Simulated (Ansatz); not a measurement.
This Ansatz (a quantum-chemistry and plane-wave program) input (CCSD(T)/cc-pVTZ) gives -77.21813 Eh with 88 basis functions. A basis named .json is the Basis Set Exchange file of that set (core-valence sets with the plain set on hydrogen).

Ansatz 0.2 input:
```yaml
crystal:
  periodic: [false, false, false]
  atoms:
    - {symbol: C, position_ang: [-0.00000000, -0.00000000, -0.59839493]}
    - {symbol: C, position_ang: [0.00000000, 0.00000000, 0.59839493]}
    - {symbol: H, position_ang: [0.00000000, 0.00000000, 1.66106699]}
    - {symbol: H, position_ang: [-0.00000000, -0.00000000, -1.66106699]}
basis:
  gaussian:
    orbitals: cc-pVTZ
magnetization: {spin_polarized: false}
correlation: {method: ccsd_t, frozen_orbitals: {C: 0, H: 0}}
```

Change:
```diff
- orbitals: cc-pVTZ
+ orbitals: cc-pCVDZ.json
```

**Question.** What does the run give now?

**Answer.** -77.18691 Eh (CCSD(T)/cc-pCVDZ, 46 functions), a change of +31.22 mEh.
